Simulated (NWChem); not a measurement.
silicon monoxide (SiO, singlet); SMILES O=[Si]

All runs: NWChem. Low-valent species are run as closed-shell singlets; no triplet was tried in these runs. Each level has its own optimisation; frequencies are unscaled.

```csv
level,r O–Si (Å),highest harmonic frequency (cm⁻¹),zero-point energy (kcal/mol),dipole (D)
BP86/def2-TZVP,1.529,1199,1.7,2.88
Hartree-Fock/STO-3G,1.475,1488,2.1,1.82
"LDA (Slater exchange, VWN5)/def2-SVP",1.532,1212,1.7,2.43
B3LYP/def2-TZVP,1.513,1257,1.8,3.12
PBE0-D3(BJ)/def2-TZVP,1.509,1277,1.8,3.05
```
